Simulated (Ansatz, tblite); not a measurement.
# Al(PH3)H3 (AlPH₆): spin states and exact exchange

Is the singlet the ground state of Al(PH3)H3 (AlPH₆)? Other spin states are computed and compared level by level.

Method: as each input shows; program: Ansatz 0.2.0, Gaussian basis.

Plan: triplet, at the geometry of the singlet (GFN1-xTB, GFN2-xTB, PBE0-D4/def2-TZVP, PBE-D4/def2-TZVP, r2SCAN-D4/def2-TZVP); the singlet's energies come from earlier runs.

## (1) The relaxed structure

The geometry is that of the singlet, from an earlier relaxation (PBE-D4/def2-TZVP).

8 atoms, charge 0, spin multiplicity 1.

Bond lengths: Al1–P2 2.514 Å, Al1–H6 1.607 Å, Al1–H7 1.607 Å, Al1–H8 1.607 Å, P2–H3 1.421 Å, P2–H4 1.421 Å, P2–H5 1.421 Å. Angles: P2–Al1–H6 96.5°, P2–Al1–H7 96.5°, P2–Al1–H8 96.5°, H6–Al1–H7 118.7°, H6–Al1–H8 118.7°, H7–Al1–H8 118.7°, Al1–P2–H3 119.5°, Al1–P2–H4 119.4°, Al1–P2–H5 119.5°, H3–P2–H4 97.9°, H3–P2–H5 97.9°, H4–P2–H5 97.9°.

As a file:

```mol
AlH6P
  3D, bonds by distance, orders not assigned

  8  7  0  0  0  0  0  0  0  0999 V2000
   -0.0043    0.0099   -1.4508 Al  0  0
    0.0027   -0.0069    1.0635 P   0  0
    0.6753    1.0280    1.7671 H   0  0
    0.5706   -1.1122    1.7521 H   0  0
   -1.2305    0.0485    1.7667 H   0  0
    1.5909   -0.0383   -1.6368 H   0  0
   -0.7598    1.4174   -1.6225 H   0  0
   -0.8449   -1.3463   -1.6395 H   0  0
  1  2  8  0
  1  6  8  0
  1  7  8  0
  1  8  8  0
  2  3  8  0
  2  4  8  0
  2  5  8  0
M  END
```

## (2) Triplet at the fixed geometry, GFN1-xTB

Tight binding, by tblite at 300 K electronic temperature and without a spin-polarisation term:

```python
tblite.interface.Calculator('GFN1-xTB', numbers, positions, charge=0, uhf=2).singlepoint()
```

Energy -188.1597 eV; 0.004 s.

## (3) Triplet at the fixed geometry, GFN2-xTB

Tight binding, by tblite at 300 K electronic temperature and without a spin-polarisation term:

```python
tblite.interface.Calculator('GFN2-xTB', numbers, positions, charge=0, uhf=2).singlepoint()
```

Energy -175.8012 eV; 0.003 s.

## (4) Triplet at the fixed geometry, PBE0-D4/def2-TZVP

The input, in.yaml:

```yaml
crystal:
  periodic: [false, false, false]
  atoms:
    - {symbol: Al, position_ang: [-0.004282, 0.009853, -1.450788]}
    - {symbol: P, position_ang: [0.002727, -0.006914, 1.063541]}
    - {symbol: H, position_ang: [0.675271, 1.027963, 1.767128]}
    - {symbol: H, position_ang: [0.570609, -1.112186, 1.752144]}
    - {symbol: H, position_ang: [-1.230515, 0.048493, 1.766678]}
    - {symbol: H, position_ang: [1.590885, -0.038276, -1.636754]}
    - {symbol: H, position_ang: [-0.759791, 1.417367, -1.622456]}
    - {symbol: H, position_ang: [-0.844905, -1.346301, -1.639494]}
basis:
  gaussian: {orbitals: def2-TZVP}
magnetization: {spin_polarized: true, initial_magnetization: 2}
hamiltonian: {xc: pbe0, dispersion: d4}
scf: {omitted_lower_state_checks: [starts]}
output: {orbitals: {seedname: orbitals}}
```

On the command line:

```console
$ ansatz run in.yaml --threads 4 --pin off --events-out ev --progress --plain --max-ram 3916MiB
```

Standard output:

```text
Functional definition: PBE0
  name "PBE0"
  cite "Adamo & Barone, J. Chem. Phys. 110, 6158 (1999) doi:10.1063/1.478522"
  cite "Perdew, Burke & Ernzerhof, Phys. Rev. Lett. 77, 3865 (1996) doi:10.1103/PhysRevLett.77.3865"
  parent pbe
  parameter a = 0.25
  parameter kappa = 0.804
  parameter beta = 0.06672455060314922
  exchange = (1 - a)*pbe_x(kappa = kappa, mu = beta*pi^2/3) + a*exact_x
  correlation = pbe_c(beta = beta)
these checks for a lower state are left out or cut short: starts
825 factors; their error is unknown
mean field evaluation 1: about -15969.4683 eV, gradient 8.8e0 eV
mean field evaluation 2: about -15970.0035 eV, gradient 3.2e0 eV
mean field evaluation 4: about -15970.0951 eV, gradient 4.5e-1 eV
mean field evaluation 8: about -15970.1188 eV, gradient 7.1e-2 eV
mean field evaluation 16: about -15970.1193 eV, gradient 2.0e-3 eV
mean field evaluation 32: about -15970.1193 eV, gradient 1.4e-6 eV
mean field -15970.11929594 eV, -586.8910591902 hartree, gradient 1.4e-6 eV, S^2 2.008841; 0 other end points of the search recorded, 0 dependent functions left out
reference -15970.11933292 eV, -586.8910605490 hartree; 18, 16 occupied and 92, 94 virtual orbitals, 825 factors
Total energy: -15970.22887019 eV, -586.8950859696 hartree
Checks for a lower state left out: starts
```

It took 2.7 s on 4 threads of Arm Neoverse V2, shared host.

From the report: HOMO -2.75 eV, LUMO -6.56 eV (over both spins; with the spin held, an empty level of the minority spin lies below the top filled one); ⟨S²⟩ 2.009 (pure: 2.00).

## (5) Triplet at the fixed geometry, PBE-D4/def2-TZVP

start.molden holds the orbitals of an earlier run on this state, given as this run's starting guess.

Changes to in.yaml since step 4:

```diff
@@ -12,5 +12,5 @@
 basis:
-  gaussian: {orbitals: def2-TZVP}
+  gaussian: {orbitals: def2-TZVP, initial_orbitals: start.molden}
 magnetization: {spin_polarized: true, initial_magnetization: 2}
-hamiltonian: {xc: pbe0, dispersion: d4}
+hamiltonian: {xc: pbe, dispersion: d4}
 scf: {omitted_lower_state_checks: [starts]}
```

The command is unchanged.

Standard output:

```text
Functional definition: PBE
  name "PBE"
  cite "Perdew, Burke & Ernzerhof, Phys. Rev. Lett. 77, 3865 (1996) doi:10.1103/PhysRevLett.77.3865"
  parent pbe
  parameter kappa = 0.804
  parameter beta = 0.06672455060314922
  exchange = pbe_x(kappa = kappa, mu = beta*pi^2/3)
  correlation = pbe_c(beta = beta)
these checks for a lower state are left out or cut short: starts
793 factors; their error is unknown
mean field evaluation 1: about -15968.5623 eV, gradient 6.6e0 eV
mean field evaluation 2: about -15968.6530 eV, gradient 1.9e-1 eV
mean field evaluation 4: about -15968.5877 eV, gradient 3.0e0 eV
mean field evaluation 8: about -15968.6815 eV, gradient 2.9e-1 eV
mean field evaluation 16: about -15968.8481 eV, gradient 1.6e-1 eV
mean field evaluation 32: about -15968.8586 eV, gradient 4.5e-5 eV
mean field -15968.85859663 eV, -586.8447293450 hartree, gradient 2.4e-6 eV, S^2 2.006824; 0 other end points of the search recorded, 0 dependent functions left out
reference -15968.85864628 eV, -586.8447311695 hartree; 18, 16 occupied and 92, 94 virtual orbitals, 793 factors
Total energy: -15968.98806339 eV, -586.8494871608 hartree
Checks for a lower state left out: starts
```

Wall time 3.2 s (4 threads of Arm Neoverse V2, shared host).

From the report: HOMO -1.61 eV, LUMO -7.43 eV (over both spins; with the spin held, an empty level of the minority spin lies below the top filled one); ⟨S²⟩ 2.007 (pure: 2.00).

## (6) Triplet at the fixed geometry, r2SCAN-D4/def2-TZVP

Changes to in.yaml since step 5:

```diff
@@ -14,3 +14,3 @@
 magnetization: {spin_polarized: true, initial_magnetization: 2}
-hamiltonian: {xc: pbe, dispersion: d4}
+hamiltonian: {xc: r2scan, dispersion: d4}
 scf: {omitted_lower_state_checks: [starts]}
```

Launched as before.

Standard output, cut to the lines that bear on the results:

```text
Functional definition: r2SCAN
  name "r2SCAN"
  cite "Furness, Kaplan, Ning, Perdew & Sun, J. Phys. Chem. Lett. 11, 8208 (2020) doi:10.1021/acs.jpclett.0c02405"
  cite "Furness, Kaplan, Ning, Perdew & Sun, J. Phys. Chem. Lett. 11, 9248 (2020) doi:10.1021/acs.jpclett.0c03077"
  parent r2scan
[...]
793 factors; their error is unknown
[...]
mean field -15975.52423219 eV, -587.0896869337 hartree, gradient 2.7e-6 eV, S^2 2.013172; 0 other end points of the search recorded, 0 dependent functions left out
reference -15975.52425003 eV, -587.0896875893 hartree; 18, 16 occupied and 92, 94 virtual orbitals, 793 factors
Total energy: -15975.55506125 eV, -587.0908198808 hartree
Checks for a lower state left out: starts
```

Wall time 4.5 s (4 threads of Arm Neoverse V2, shared host).

Report: HOMO -1.98 eV, LUMO -7.17 eV (over both spins; with the spin held, an empty level of the minority spin lies below the top filled one); ⟨S²⟩ 2.013 (pure: 2.00).

## (7) Triplet less singlet, vertical

The singlet's energies are those of its earlier runs, whose logs aren't repeated here.

```
              level  triplet less singlet, vertical (kJ/mol)     time
           GFN1-xTB                                   +643.9  0.007 s
           GFN2-xTB                                   +470.9  0.005 s
   PBE-D4/def2-TZVP                                   +564.0    3.7 s
r2SCAN-D4/def2-TZVP                                   +590.1    5.5 s
  PBE0-D4/def2-TZVP                                   +604.5    3.6 s
```

Times add the two runs; a level without a time comes out of a correlated run. Tight binding without a spin term can't rank spin states.

## (8) Summary of results

```
                                                quantity                                       value
triplet less singlet, vertical, functionals in def2-TZVP  +564.0 (PBE-D4) to +604.5 kJ/mol (PBE0-D4)
```

What this shows: All functionals put the triplet above the singlet, over a spread of 40.5 kJ/mol. The checks for a lower triplet were left out, so another state of that spin may lie lower. These are electronic energies, without zero-point motion, entropy or surroundings.
